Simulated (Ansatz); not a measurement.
# CCSDT/STO-3G run of C2HF (fluoroacetylene)

What is the energy change on altering one bond length of C2HF (fluoroacetylene) at CCSDT/STO-3G? 

The calculation is run with Ansatz 0.2.0.

49 further runs of the same task are left out: 5 that didn't finish, 44 set aside as unsound or not needed.

### Step 1. The system as given

The species is C2HF (4 atoms), meant as a singlet with charge 0. SMILES: `C#CF`. Geometry: relaxed at PBE0-D4/def2-TZVP.

Bond lengths: C1–C2 1.192 Å, C2–F3 1.270 Å, C1–H4 1.063 Å. Angles: C1–C2–F3 180.0°, C2–C1–H4 180.0°.

### Step 2. A single-point energy at CCSDT/STO-3G

File input.yaml:

```yaml
crystal:
  periodic: [false, false, false]
  atoms:
    - symbol: C
      position_ang: [-0.361030, 0.453110, -0.290220]
    - symbol: C
      position_ang: [0.303270, -0.380840, 0.243810]
    - symbol: F
      position_ang: [1.010600, -1.269010, 0.812300]
    - symbol: H
      position_ang: [-0.952830, 1.196740, -0.765890]
basis:
  gaussian:
    orbitals: STO-3G
accuracy: high
correlation:
  method: ccsdt
  frozen_orbitals: {C: 1, F: 1, H: 0}
scf:
  omitted_lower_state_checks: [cluster_reference, increment]
```

Run with:

```sh
ansatz run input.yaml --threads 1 --pin off --max-ram 3480MiB --events-out events.jsonl --progress --plain --runs-dir runs
```

The log of the run, shortened:

```text
Warning: RAYON_NUM_THREADS=1 ignored (pool sized by the plan → 1); use --threads N
Functional definition: HF
  name "HF"
[...]
270 factors; integrals over basis functions are off by at most 3.6e-8 eV
[...]
mean field -4715.80120014 eV, -173.3024976203 hartree, gradient 1.5e-8 eV, S^2 0.000000; 0 other end points of the search recorded, 0 dependent functions left out
3 core orbitals not correlated: weight in the atoms' cores, before any rotation towards them, 1.000 or more for the frozen orbitals, at most 0.000 for the correlated occupied ones
reference -4715.80120014 eV, -173.3024976203 hartree; 8, 8 occupied and 5, 5 virtual orbitals, 270 factors
second order -4.37335299 eV of doubles, -0.00000000 eV of singles
cycle   1  -4.57590801 eV  change   -2.0e-1 eV  update   7.3e-2
[...]
cycle  22  -5.00816763 eV  change   5.3e-10 eV  update  7.6e-10
Total energy: -4720.80936777 eV, -173.4865443859 hartree
Checks for a lower state left out: cluster_reference, increment
```

Wall time 0.38 s (1 thread of Intel Xeon Platinum 8259CL at 2.50GHz (Skylake/Cascade Lake), shared host).

### Step 3. The distorted shape at the same level

File job.yaml:

```yaml
crystal:
  periodic: [false, false, false]
  atoms:
    - {symbol: C, position_ang: [-0.213057, 0.267174, -0.171284]}
    - {symbol: C, position_ang: [0.451243, -0.566776, 0.362746]}
    - {symbol: F, position_ang: [1.158573, -1.454946, 0.931236]}
    - {symbol: H, position_ang: [-0.952830, 1.196740, -0.765890]}
basis:
  gaussian:
    orbitals: STO-3G
correlation:
  method: ccsdt
  frozen_orbitals: {C: 1, F: 1, H: 0}
accuracy: high
scf:
  omitted_lower_state_checks: [cluster_reference, increment]
```

Run with:

```sh
ansatz run job.yaml --threads 1 --pin off --max-ram 3480MiB --events-out events.jsonl --progress --plain --runs-dir runs
```

The log of the run, shortened:

```text
Warning: RAYON_NUM_THREADS=1 ignored (pool sized by the plan → 1); use --threads N
[... 2 set-up lines as earlier in the session ...]
[...]
270 factors; integrals over basis functions are off by at most 4.6e-8 eV
[...]
mean field -4714.57825900 eV, -173.2575553624 hartree, gradient 1.6e-8 eV, S^2 0.000000; 0 other end points of the search recorded, 0 dependent functions left out
3 core orbitals not correlated: weight in the atoms' cores, before any rotation towards them, 1.000 or more for the frozen orbitals, at most 0.000 for the correlated occupied ones
reference -4714.57825900 eV, -173.2575553624 hartree; 8, 8 occupied and 5, 5 virtual orbitals, 270 factors
second order -4.59052714 eV of doubles, -0.00000000 eV of singles
cycle   1  -4.83261884 eV  change   -2.4e-1 eV  update   7.9e-2
[...]
cycle  25  -5.35037612 eV  change    1.3e-9 eV  update  5.6e-10
Total energy: -4719.92863513 eV, -173.4541780584 hartree
Checks for a lower state left out: cluster_reference, increment
```

Run time: 0.4 s. Hardware: 1 thread of Intel Xeon Platinum 8259CL at 2.50GHz (Skylake/Cascade Lake), shared host.

### Step 4. Outcome

Level: CCSDT/STO-3G, 3 core orbitals frozen.

| quantity | value |
| --- | --- |
| first shape: total energy | -173.48654 Eh |
| first shape: correlation energy (3 core orbitals frozen) | -184.0 mEh |
| first shape: T1 diagnostic | 0.008 |
| distorted shape: total energy | -173.45418 Eh |
| distorted shape: correlation energy (3 core orbitals frozen) | -196.6 mEh |
| distorted shape: T1 diagnostic | 0.009 |
| energy change with the C1–H4 bond stretched from 1.063 to 1.329 Å | 0.881 eV |

With the C1–H4 bond stretched from 1.063 to 1.329 Å the energy rises by 0.88 eV (20.3 kcal/mol). The first shape isn't relaxed at this level, so the change isn't measured from a minimum. The minimal basis adds a large error of its own.
